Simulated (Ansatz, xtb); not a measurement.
## Relaxing a trial structure of H4NOSi

The starting geometry of this gas-phase doublet has its atoms placed at random.

```yaml
atoms:
  - { symbol: N, position_ang: [-0.3998, 0.0529, -1.1077] }
  - { symbol: O, position_ang: [-1.3663, 0.3713, 0.3834] }
  - { symbol: Si, position_ang: [1.7475, 0.5550, -0.3043] }
  - { symbol: H, position_ang: [1.1276, 0.5911, -1.6843] }
  - { symbol: H, position_ang: [0.1968, -0.4717, -0.2479] }
  - { symbol: H, position_ang: [0.6228, 1.0835, -0.8553] }
  - { symbol: H, position_ang: [0.9579, -0.6063, 0.6820] }
```

Task: One run relaxed it with r2SCAN-D4/def2-SVP. What is a likely outcome?

Result: It ends as `[O-][NH2+][SiH2]`. Distances that change by over a tenth: N1–H5 (1.17 → 1.04 Å), Si3–H7 (1.72 → 1.50 Å). Contacts that open: Si3–H6 (1.36 → 2.49 Å). Contacts that close: N1–O2 (1.81 → 1.35 Å), N1–Si3 (2.35 → 1.91 Å), N1–H6 (1.47 → 1.04 Å).

The energy falls by 8.94 eV over 31 steps:

| step | E − E(last) (eV) |
| --- | --- |
| 1 | 8.945 |
| 4 | 2.908 |
| 8 | 1.473 |
| 11 | 1.165 |
| 14 | 0.959 |
| 18 | 0.526 |
| 21 | 0.476 |
| 24 | 0.262 |
| 28 | 0.000 |
| 31 | 0.000 |

Final geometry (Å):

```xyz
7

N    -0.3066    0.4682   -0.6850
O    -0.5637   -0.5897    0.1080
Si    1.5939    0.4485   -0.5355
H     1.8192   -0.9692   -0.9665
H    -0.6230    0.3503   -1.6654
H    -0.7160    1.3597   -0.3491
H     1.6829    0.5078    0.9594
```

From the same start GFN2-xTB ends elsewhere, at `NO[SiH2]`.

From so rough a start the end depends on the optimiser's path, so another program may land elsewhere. No frequencies were run, so the end isn't proven a minimum. Open shells are spin-unrestricted. Run with Ansatz 0.2.0, 3.4 min on 1 thread of Arm Neoverse V2 (shared host).
